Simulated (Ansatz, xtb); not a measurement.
## Relative energy of two isomers of C3H2F2O

Structure a is `O=C=CC(F)F`, a singlet and structure b is `O=CC=C(F)F`, a singlet. Both are isolated molecules in the gas phase, relaxed with PBE0-D3(BJ)/def2-SVP; the shapes shown needn't be the lowest conformers.

a (Å):

```xyz
8

C    -0.5062   -1.6743   -1.8662
C    -1.1969   -0.9109   -2.6896
C    -1.4582    0.5293   -2.4230
F    -2.7889    0.7711   -2.3848
F    -0.9581    1.2956   -3.4199
O     0.1001   -2.3441   -1.1427
H    -1.5887   -1.3633   -3.6043
H    -1.0166    0.8689   -1.4701
```

b (Å):

```yaml
atoms:
  - { symbol: C, position_ang: [-0.7275, -1.5501, -2.2372] }
  - { symbol: C, position_ang: [-1.6552, -0.4194, -2.1672] }
  - { symbol: C, position_ang: [-1.3498, 0.7867, -2.6562] }
  - { symbol: F, position_ang: [-2.1370, 1.8211, -2.6188] }
  - { symbol: F, position_ang: [-0.2224, 1.0899, -3.2367] }
  - { symbol: O, position_ang: [-0.9816, -2.6463, -1.8032] }
  - { symbol: H, position_ang: [0.2534, -1.3327, -2.7284] }
  - { symbol: H, position_ang: [-2.6307, -0.5613, -1.7005] }
```

Task: Estimate which is lower in electronic energy at CCSD(T)/def2-SVP + ΔMP2/def2-TZVPP, and by roughly how much.

Result: The CCSD(T)/def2-SVP + ΔMP2/def2-TZVPP calculation puts structure a lower, by 2.7 kcal/mol.

Level by level:

```csv
level,geometry,E(b) − E(a) (kcal/mol),departure from the last row (kcal/mol),"job, with rough time for the two"
GFN2-xTB,GFN2-xTB,+8.0,+5.4,"optimisation, 0.092 s"
HF/STO-3G,GFN2-xTB,−7.6,−10.2,"single point, 0.28 s"
r2SCAN-D4/def2-SVP,GFN2-xTB,+0.4,−2.2,"single point, 3.5 s"
PBE0-D3(BJ)/def2-SVP,PBE0-D3(BJ)/def2-SVP,+0.5,−2.2,"optimisation, 22 s"
HF/def2-SVP,PBE0-D3(BJ)/def2-SVP,+2.4,−0.2,part of the CCSD(T) run
MP2/def2-SVP,PBE0-D3(BJ)/def2-SVP,+3.1,+0.5,part of the CCSD(T) run
CCSD(T)/def2-SVP,PBE0-D3(BJ)/def2-SVP,+1.4,−1.2,single point
CCSD(T)/def2-SVP + ΔMP2/def2-TZVPP,PBE0-D3(BJ)/def2-SVP,+2.7,,"single point, 26 s"
```

As drawn, both hold the same kinds of bond in the same numbers.

HF/STO-3G puts the two in the other order. r2SCAN-D4/def2-SVP, PBE0-D3(BJ)/def2-SVP find them nearly level. The largest departure from CCSD(T)/def2-SVP + ΔMP2/def2-TZVPP is that of HF/STO-3G, 10.2 kcal/mol. The last row adds to CCSD(T) the change of the MP2 difference between the two basis sets, here +1.2 kcal/mol.

With harmonic frequencies from PBE0-D3(BJ)/def2-SVP (ideal gas, rigid rotor, one conformer each, 298.15 K, 1 atm): on the last row, ΔE + ΔZPE = +2.7, ΔH = +2.6, ΔG = +3.2 kcal/mol.

The correlated steps freeze 6 core orbitals. Run with Ansatz 0.2.0, xtb 6.7.1; the last row on 2 threads of Arm Neoverse V1 on a shared host.
